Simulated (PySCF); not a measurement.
What does the PBE0-D3(BJ)/def2-SVP structure of `n1[nH]c(Cl)nc1` look like in three dimensions?

```
atom  x, y, z in Å
Cl1    2.7549   -0.6381    0.2893
C2     1.1181   -0.2561    0.0357
N3     0.2899   -0.8301   -0.7953
C4    -0.8591   -0.1387   -0.5838
N5    -0.7785    0.8157    0.3218
N6     0.4970    0.7308    0.7131
H7    -1.7855   -0.3474   -1.1170
H8     0.8779    1.3503    1.4183
```

Any rigid rotation of these coordinates is as good. Atoms count from 1 in this order. The 4 C–N bonds span 1.306 Å (C2–N3, aromatic) to 1.358 Å (N3–C4, aromatic), a spread of 0.052 Å. The 5-membered ring C2–N3–C4–N5–N6 has internal angles of 102.3° to 115.1°; it is planar, 0.00 Å rms from its mean plane, widest ring torsion 0°. The 6 heavy atoms lie in one plane (0.000 Å rms). N5 (pyridine-type nitrogen) is bent (angle 102.3°).

Bonds between heavy atoms (Å): Cl1–C2 1.700, C2–N3 1.306, N3–C4 1.358, C4–N5 1.318, N5–N6 1.337, C2–N6 1.349.

The calculation used PBE0-D3(BJ)/def2-SVP geometry optimisation, gas phase in PySCF 2.14.0.

Point group: Cs (tolerance 0.08 Å). Stationary, but not proved a minimum.
